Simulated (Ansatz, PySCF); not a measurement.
System: C2H3O2 (charge 0, doublet). It need not be the lowest isomer of its formula. 
Geometry from a B3LYP-D3(BJ)/def2-TZVP (Ansatz, a quantum-chemistry and plane-wave program) optimisation:
SMILES: [CH2]OC=O
```xyz
7

C     -0.8900    -0.0050     0.0066
O     -0.8153    -1.0156     0.6401
O      0.1687     0.7169    -0.4503
H     -1.8118     0.4969    -0.3047
C      1.4272     0.2754    -0.1782
H      1.5540    -0.6302     0.3892
H      2.2073     0.9005    -0.5732
```
Charge 0, spin multiplicity 2.

Dipole moments at this geometry, in debye (magnitudes).

```
level                program  dipole (D)
-------------------  -------  ----------
BLYP/def2-TZVPD        PySCF        1.75
B97M-V/def2-TZVPD     Ansatz        1.74
B3LYP/def2-TZVPD      Ansatz        1.75
TPSSh/def2-TZVPD       PySCF        1.74
r2SCANh/def2-TZVPD    Ansatz        1.77
r2SCAN0/def2-TZVPD    Ansatz        1.76
M06-2X/def2-TZVPD      PySCF        1.72
HSE06/def2-TZVPD      Ansatz        1.74
wB97M-V/def2-TZVPD    Ansatz        1.69
CCSD(T)/aug-cc-pVDZ   Ansatz        1.60
```
